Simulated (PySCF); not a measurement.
**CH at PBE0**

Level: PBE0. H aug-pcseg-1, C aug-pcseg-1; no relativity (PySCF 2.14).

* state: ²Π (doublet), unpaired electrons π ↑
* bond length: 2.137 bohr
* harmonic wavenumber: 2866 cm⁻¹
* force constant: 4.50 mdyn/Å
* rotational constant Be: 14.18 cm⁻¹
* anharmonicity ωexe: 59.4 cm⁻¹
* vibration–rotation constant αe: 0.504 cm⁻¹
* well depth De to H + C: 3.58 eV
* dissociation energy D0: 3.40 eV
* bond order (Mayer): 0.66
* dipole moment (positive dipole means H(−)C(+)): -1.47 D

The state was picked by a PBE0 search and need not be the measured ground state.
